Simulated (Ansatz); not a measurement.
Reaction: C3H6 (prop-1-ene, SMILES C=CC) → C3H6 (SMILES C1CC1)
Each species at its own B3LYP-D3(BJ)/def2-TZVP minimum (Ansatz, an electronic-structure program).

Property: isomerisation energy (electronic), in kJ/mol. Radicals and triplets start from unrestricted determinants; spin-orbit coupling is neglected. CBS(X,Y): correlation extrapolated as X^-3, Hartree-Fock from the larger set. A bracket is a step between two methods taken in the basis named. The functionals are non-relativistic, so their misses hold any scalar relativity. Double hybrids freeze cores in their MP2 part. 'core' is core correlation in cc-pwCVTZ, 'X2C' scalar relativity in cc-pVTZ-DK, both at CCSD(T).

CCSD(T)/CBS(cc-pVTZ,cc-pVQZ) + [CCSDT(Q) - CCSD(T)]/cc-pVDZ + core + X2C (Ansatz) gives 31.9 kJ/mol.

Task: What does PBE/def2-TZVPD (Ansatz) give here, and how do the other levels compare?

Result: PBE gives 22.3 kJ/mol, 9.6 kJ/mol below it. Differences of the others: r2SCAN/def2-TZVPD (Ansatz) -8.3; PBE0/def2-TZVPD (Ansatz) -15.9; wB97M-V/def2-TZVPD (Ansatz) -7.1; B2PLYP/def2-TZVPD (Ansatz) 2.5; CCSD(T)/CBS(cc-pVTZ,cc-pVQZ) + core + X2C (Ansatz) -0.6 kJ/mol. Nearer than PBE: r2SCAN/def2-TZVPD, wB97M-V/def2-TZVPD, B2PLYP/def2-TZVPD, CCSD(T)/CBS(cc-pVTZ,cc-pVQZ) + core + X2C.
